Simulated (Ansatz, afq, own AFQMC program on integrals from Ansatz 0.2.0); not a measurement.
Where AFQMC and coupled cluster stand for SiGeH5ClO, singlet

```yaml
atoms:
  - { symbol: Si, position_ang: [0.0367, 1.5587, 0.2214] }
  - { symbol: O, position_ang: [-0.6747, 0.1330, -0.2693] }
  - { symbol: Ge, position_ang: [-0.2488, -1.5721, -0.3462] }
  - { symbol: Cl, position_ang: [1.6166, -1.8311, 0.7190] }
  - { symbol: H, position_ang: [0.2345, 1.5759, 1.7017] }
  - { symbol: H, position_ang: [1.3572, 1.7583, -0.4495] }
  - { symbol: H, position_ang: [-0.8876, 2.6615, -0.1667] }
  - { symbol: H, position_ang: [-1.3333, -2.3706, 0.3823] }
  - { symbol: H, position_ang: [-0.0122, -1.9599, -1.8097] }
```

Basis def2-TZVP. Only valence electrons are correlated. Integrals, coupled cluster, full CI and functionals: Ansatz 0.2.0; the random walks run on the same integrals in our own AFQMC program. ph-AFQMC/CISD is guided by a CISD state made of CCSD amplitudes; releasing the constraint for a short imaginary time cuts its bias at the price of noise, slowly where states lie close. Error bars are statistical, one sigma. No spin–orbit coupling.

Determinant: RHF, the one that the program's search chose, which needn't be the lowest solution. The geometry is a PBE0/def2-SVP stationary point of this or a neighbouring charge and spin state.

No full CI on the walks' own integrals is used here. The released AFQMC energy serves as the reference, which it does only where one determinant dominates, the energy is flat over the last release times and near the phaseless one (40 meV or 2 meV an electron, half that with transition metals). On small molecules, where full CI could be run and the noise was under 10 meV, such values lay within 10 meV of it in 19 cases of 20, a flattering rate, since the rule was set on those same cases; what remains of the bias isn't in the error bar.

Cautions: no relativity below Rb; no spin-orbit coupling; inner d shell frozen; the released value is read at 0.90 1/Eh with a noise of 19 meV, more than in the cases checked (meV from the phaseless value at times in 1/Eh: -6 ± 16 at 0.21, -16 ± 12 at 0.42, -1 ± 27 at 0.63, 8 ± 19 at 0.90).

* T1 diagnostic: 0.0110
* weight of the determinant in the CISD state: 0.781
* size of the correlated space: 26 electrons in 158 orbitals

```
  level  correlation energy (eV)
    MP2                 -17.7106
   CCSD                 -19.1279
CCSD(T)                 -19.8229
```

(1) Estimate where phaseless AFQMC with a CISD trial lies against CCSD(T) on the same integrals.

(1) 74.6 ± 16.1 meV below CCSD(T).

Reference: AFQMC with the constraint released, correlation energy -19.889 ± 0.019 eV.

| level | E − E(reference) (meV) | share of correlation (%) |
| --- | --- | --- |
| CCSD(T) | 66.3 ± 18.6 | 99.67 |
| ph-AFQMC/CISD | -8.3 ± 24.6 | 100.04 |

Released energies are given only where the last usable release times agree within the noise; a slower fall can still hide under it.
